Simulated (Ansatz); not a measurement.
A calculation with Ansatz (development build ahead of 0.2.0).

```yaml
crystal:
  periodic: [false, false, false]
  atoms:
    - { symbol: "N", position_ang: [0.0, 0.0, 0.0] }
    - { symbol: O, position_ang: [0.0, 0.0, 2.226] }
basis:
  gaussian: { orbitals: "6-31G" }
total_charge: 1
magnetization:
  spin_polarized: true
hamiltonian:
  xc: pbe0
scf:
  omitted_lower_state_checks: [stability, starts, atomic_configurations, cluster_reference, orbital_swaps, given_window_search, neighbouring_geometries, increment]
output:
  forces: true
```

The input is written out in the form of the current development build from the run's settings.

The run gave:

```json
{
 "Converged": "yes",
 "Total energy": "-129.07907 hartree",
 "Spin squared of the determinant": "2.390"
}
```

Forces (eV/Å):
```
atom     Fx     Fy      Fz
  N1  0.000  0.000   1.259
  O2  0.000  0.000  -1.259
```

Caution: the unrestricted determinant is a mixture of spin states.
